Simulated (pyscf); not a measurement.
PySCF, gas phase, ωB97X-D3(BJ)/def2-SVP geometries.

### Question
For the elementary gas-phase step H₂N–SiH₂–OH + H₂ → H₂N–SiH₃ + H₂O (singlet surface; O–Si, H–H broken, H–Si, H–O formed), what barrier and reaction energy does ωB97M-D3(BJ)/def2-TZVP give, measured from the separated reactants?

### Answer
ΔE‡ = 50.9 kcal/mol, ΔE = +22.1 kcal/mol. Zero-point energy shifts the barrier by +3.4 kcal/mol. It is a four-centre exchange, with an imaginary mode of 1188i cm⁻¹. One saddle was located; it need not be the lowest between these sides.
